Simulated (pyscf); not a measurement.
Thermochemistry of product channels of O=SiH–OH (SMILES O=[SiH]O) on the singlet surface, in eV, from CCSD(T)/def2-TZVPP + ΔMP2(QZVPP) energies (ideal gas, 1 atm, RRHO with modes under 100 cm⁻¹ raised to 100, one conformer, R ln 2 for chiral ones without a mode under 150 cm⁻¹). Single points on ωB97X-D3(BJ)/def2-SVP structures (PySCF, gas phase). Correlated levels are frozen-core, on RHF or UHF. ΔMP2 is the change of the MP2 total energy from the triple- to the quadruple-zeta basis.

```csv
products,ΔE,ΔH(298 K),ΔG(298 K),ΔG(900 K)
O=Si: (SMILES O=[Si]) [singlet] + H₂O (SMILES O),+1.33,+1.34,+0.92,+0.10
HO–Si:–OH (SMILES O[Si]O) [singlet],-0.35,-0.30,-0.31,-0.34
```

The channel to O=Si: [singlet] + H₂O turns favourable between 298 and 1200 K (ΔG from +0.92 eV to -0.29 eV).

These are energies of the channels, which say nothing of barriers. The CCSD(T) − MP2 part came from Ansatz, without density fitting, on the same reference.
